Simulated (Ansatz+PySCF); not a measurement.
A calculation with Ansatz (development build ahead of 0.2.0).

```yaml
crystal:
  periodic: [false, false, false]
  atoms:
    - { symbol: C, position_ang: [0.78746, 0.0, 0.0] }
    - { symbol: C, position_ang: [-0.39373, 0.68196, 0.0] }
    - { symbol: C, position_ang: [-0.39373, -0.68196, 0.0] }
    - { symbol: H, position_ang: [1.88148, 0.0, 0.0] }
    - { symbol: H, position_ang: [-0.94074, 1.62941, 0.0] }
    - { symbol: H, position_ang: [-0.94074, -1.62941, 0.0] }
basis:
  gaussian: { orbitals: def2-SVP }
total_charge: 1
magnetization:
  spin_polarized: true
hamiltonian:
  xc: pbe
scf:
  omitted_lower_state_checks: [stability, starts, atomic_configurations, cluster_reference, orbital_swaps, given_window_search, neighbouring_geometries, increment]
```

The input is written out in the form of the current development build from the run's settings.

Output:

```
Converged    : yes
Total energy : -115.48901 hartree
```
